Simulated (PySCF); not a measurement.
# Ways to converge the SCF of ClF4⁺

Aim: find out which solver settings change the answer for ClF4⁺.

The runs use PySCF 2.14.0; each script names its method and basis.

**1. Starting geometry**

ClF4⁺: 5 atoms, charge 1, spin multiplicity 1.

Bond lengths: Cl1–F2 1.716 Å, Cl1–F3 1.716 Å, Cl1–F4 1.675 Å, Cl1–F5 1.675 Å. Angles: F2–Cl1–F3 175.3°, F2–Cl1–F4 88.6°, F2–Cl1–F5 88.6°, F3–Cl1–F4 88.6°, F3–Cl1–F5 88.6°, F4–Cl1–F5 106.9°.

**2. The run that the others are compared with**

Contents of input.py:

```python
from pyscf import gto, scf, mp

mol = gto.M(
    atom='Cl 0 0 -0.3658; F 0 1.7144 -0.296; F 0 -1.7144 -0.296; F 1.3451 0 0.6317; F -1.3451 0 0.6317',
    basis='ano-rcc-vdzp',
    charge=1,
    spin=0,
    verbose=4,
)
mf = scf.RHF(mol)
mf = mf.sfx2c1e()
mf.kernel()
mp.MP2(mf, frozen=9).kernel()
mf.dip_moment()
print('orbital energies (hartree):', mf.mo_energy[..., max(0, mol.nelec[1]-3):mol.nelec[0]+3].round(4))
```

The run is started by

```sh
OMP_NUM_THREADS=1 python input.py
```

The log of this run is left out.

In short: E(SCF) = -858.283052 Eh, 13 cycles, E(MP2) − E(SCF) = -0.99808 Eh.

The dipole of an ion depends on the origin.

**3. Point-group symmetry on**

Variant 1 changes point-group symmetry: off → on.

Contents of input.py:

```python
from pyscf import gto, scf, mp

mol = gto.M(
    atom='Cl 0 0 -0.3658; F 0 1.7144 -0.296; F 0 -1.7144 -0.296; F 1.3451 0 0.6317; F -1.3451 0 0.6317',
    basis='ano-rcc-vdzp',
    charge=1,
    spin=0,
    symmetry=True,
    verbose=4,
)
mf = scf.RHF(mol)
mf = mf.sfx2c1e()
mf.kernel()
mp.MP2(mf, frozen=9).kernel()
mf.dip_moment()
print('orbital energies (hartree):', mf.mo_energy[..., max(0, mol.nelec[1]-3):mol.nelec[0]+3].round(4))
```

The run is started by

```sh
OMP_NUM_THREADS=1 python input.py
```

**4. Smearing width 0.005 hartree**

Variant 2 changes smearing width: none → 0.005 hartree; step after the SCF: mp2 → none.

input.py, as its differences from that of step 2:

```diff
@@ -1,2 +1,2 @@
-from pyscf import gto, scf, mp
+from pyscf import gto, scf
 
@@ -11,4 +11,4 @@
 mf = mf.sfx2c1e()
+mf = scf.addons.smearing_(mf, sigma=0.005, method='fermi')
 mf.kernel()
-mp.MP2(mf, frozen=9).kernel()
 mf.dip_moment()
```

What does the calculation give? Wanted: for each run, E(SCF); from base; gap; after the SCF.

As calculated:

```tsv
run	E(SCF) (hartree)	from base (eV)	cycles	gap (eV)	after the SCF
base	-858.283052	0	13	13.98	MP2 correlation -27.159 eV
point-group symmetry on	-858.283052	0.0000	13	13.98	MP2 correlation -27.159 eV
smearing width 0.005 hartree	-858.283052	0.0000	13	n/a	n/a
```

Distance from each run's final energy (log10 hartree) by cycle:

```tsv
run	cycle 1	cycle 2	cycle 3	cycle 5	cycle 8	cycle 12
base	-0.3	-0.5	-1.9	-3.3	-5.9	-9.6
point-group symmetry on	-0.3	-0.5	-1.9	-3.3	-5.9	-9.6
smearing width 0.005 hartree	-0.3	-0.5	-1.9	-3.3	-5.9	-9.6
```

With point-group symmetry on or smearing width 0.005 hartree the SCF ends at the base energy. With point-group symmetry on, smearing width 0.005 hartree the path hardly changes: 13 cycles against 13.
